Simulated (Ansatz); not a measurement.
Ideal-gas functions of C$_{3}$H$_{4}$OS, SMILES `C=CC(O)=S` at 600 K and 1 bar, from an Ansatz frequency run at PBE0-D4/def2-TZVP.

Molar mass 88.13 g/mol, point group Cs (symmetry number 1), electronic degeneracy 1, moments of inertia 87.226, 136.728, 223.954 u Å². Harmonic wavenumbers (cm⁻¹, unscaled): 110, 251, 447, 456, 523, 680, 735, 764, 1006, 1013, 1020, 1144, 1279, 1346, 1411, 1451, 1703, 3163, 3190, 3263, 3749.

Use S(trans) = R[1.5 ln M + 2.5 ln T − 1.1517]; rotational temperatures θ = 24.2544 K / I; S(rot) = R[ln(√π/σ · √(T³/θAθBθC)) + 1.5]; for each mode x = 1.438777 ν̃/T, S = R[x/(eˣ − 1) − ln(1 − e⁻ˣ)] and H = RT x/(eˣ − 1); 1 cm⁻¹ = 0.0119627 kJ/mol; R = 8.31446 J/(mol·K).

**Question.** By hand: the entropy, in J/(mol·K).

**Answer.** Translation 179.3. Rotation: θ = 0.2781, 0.1774, 0.1083 K, giving 118.8. Vibration, mode by mode: 19.42, 12.66, 8.12, 7.97, 6.96, 5.11, 4.60, 4.35, 2.75, 2.72, 2.68, 2.12, 1.64, 1.44, 1.27, 1.18, 0.72, 0.04, 0.03, 0.03, 0.01, in all 85.9. Electronic 0.0. Sum 384.0 J/(mol·K).

**Question.** By hand: H − E and G − E in kJ/mol, counted from the electronic energy.

**Answer.** Zero-point energy ½ × 28704 × 0.0119627 = 171.7; thermal vibration 29.0; translation, rotation and pV give 4 RT = 20.0. H − E = 220.7 kJ/mol, and G − E = 220.7 − 600 × 384.0/1000 = -9.7 kJ/mol.

Vibration gives 22 % of the entropy, 19.4 J/(mol·K) of it from the mode under 150 cm⁻¹: soft modes count most, and the harmonic formula is weakest for them. The sum counts one conformer and one mirror image; others add a mixing term.
